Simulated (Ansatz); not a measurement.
**SiH₂Cl (doublet): the correlation ladder at distance Cl1–H2 along a hydrogen transfer = 1.279 Å, cc-pVTZ**

The task here is to estimate one member of a computed series from the others.

Method: cc-pVTZ, core rule «outside noble gas», up to 10 orbitals frozen; program: Ansatz 0.2.0, Gaussian basis.

Plan: UHF; CCSD(T) on ROHF; CCSD(T) on UHF; BCCD(T) on ROHF; CCSDT(Q) on ROHF; CCSDT(Q) on UHF; CASSCF and NEVPT2, 3 electrons in 3 orbitals; CASSCF and NEVPT2, 13 electrons in 10 orbitals.

### What is computed

The geometry derives from fragments relaxed apart (PBE0/def2-TZVP) and kept rigid, so it is no stationary point. A hydrogen atom is moved between rigid fragments.

4 atoms, charge 0, spin multiplicity 2.

Atoms are counted from 1 here; the program's logs count them from 0.

Bond lengths: Cl1–H2 1.279 Å, Si3–H4 1.532 Å.

Set-up of the first run:

The input, in.yaml:

```yaml
crystal:
  periodic: [false, false, false]
  atoms:
    - {symbol: Cl, position_ang: [-1.566653, 0.022748, 0.000000]}
    - {symbol: H, position_ang: [-0.287853, 0.022748, 0.000000]}
    - {symbol: Si, position_ang: [1.905347, 0.022748, 0.000000]}
    - {symbol: H, position_ang: [2.301782, -1.456765, 0.000000]}
basis:
  gaussian: {orbitals: cc-pVTZ}
magnetization: {spin_polarized: true, initial_magnetization: 1}
hamiltonian: {xc: hf}
output: {orbitals: {seedname: orbitals}}
```

Run with:

```
$ ansatz run in.yaml --threads 1 --pin off --events-out ev --progress --plain --max-ram 4096MiB --backend cpu
```

Steps of the session up to this table: UHF; CCSD(T) on ROHF; CCSD(T) on UHF; BCCD(T) on ROHF; CCSDT(Q) on ROHF; CCSDT(Q) on UHF; CASSCF and NEVPT2, 3 electrons in 3 orbitals; CASSCF and NEVPT2, 13 electrons in 10 orbitals.

One of the session's tables, all rows but one given; the rest of the session is left out.

```
        method  from UCCSDT(Q) (meV)
          ROHF               +9583.2
           UHF               +9435.9
          RMP2               +1481.7
          UMP2               +1513.6
         RCCSD                     ?
         UCCSD                +369.8
      RCCSD(T)                 +48.3
      UCCSD(T)                 +48.3
       BCCD(T)                 +48.4
        RCCSDT                 +14.4
        UCCSDT                 +13.4
     RCCSDT(Q)                  +0.9
     UCCSDT(Q)                     0
   CASSCF pair               +9095.1
   NEVPT2 pair               +1450.7
CASSCF valence               +8193.5
NEVPT2 valence               +1975.0
```

Estimate the missing values for RCCSD.

**Answer.** from UCCSDT(Q) (meV): +376.1. In the column «from UCCSDT(Q) (meV)» it lies between UCCSD (+369.8) and NEVPT2 pair (+1450.7).

To keep in mind: Restricted and unrestricted rows rest on different reference determinants; where their highest levels disagree by more than a few hundredths of an eV, they describe different states and don't form one ladder.
